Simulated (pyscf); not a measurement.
PySCF, gas phase, ωB97X-D3(BJ)/def2-SVP geometries.

Q: PBE/def2-TZVP puts the barrier of H₃Si–SiH₃ (SMILES [SiH3][SiH3]) + F–C•(F)–F (SMILES F[C](F)F) → F–C(F)(F)–SiH₃ (SMILES FC(F)(F)[SiH3]) + SiH₃• (SMILES [SiH3]) (substitution at Si; doublet surface; Si–Si broken, C–Si formed) at 0.3 kcal/mol and the reaction energy at -5.7 kcal/mol, from the separated reactants. What do PBE0-D3(BJ)/def2-TZVP, M06-2X/def2-TZVP, ωB97M-D3(BJ)/def2-TZVP give on the same structures?

A: PBE0-D3(BJ): ΔE‡ = 3.6 kcal/mol, ΔE = -5.1 kcal/mol; M06-2X: ΔE‡ = 5.4 kcal/mol, ΔE = -10.4 kcal/mol; ωB97M-D3(BJ): ΔE‡ = 6.5 kcal/mol, ΔE = -8.7 kcal/mol. PBE's barrier lies under all of them, by 3.2 to 6.2 kcal/mol. Its reaction energy lies among theirs. Low barriers are usual for a GGA, whose delocalisation error favours stretched bonds. This is the saddle that the search found; another between the same sides may lie lower. The angle at the attacked Si is 180°.
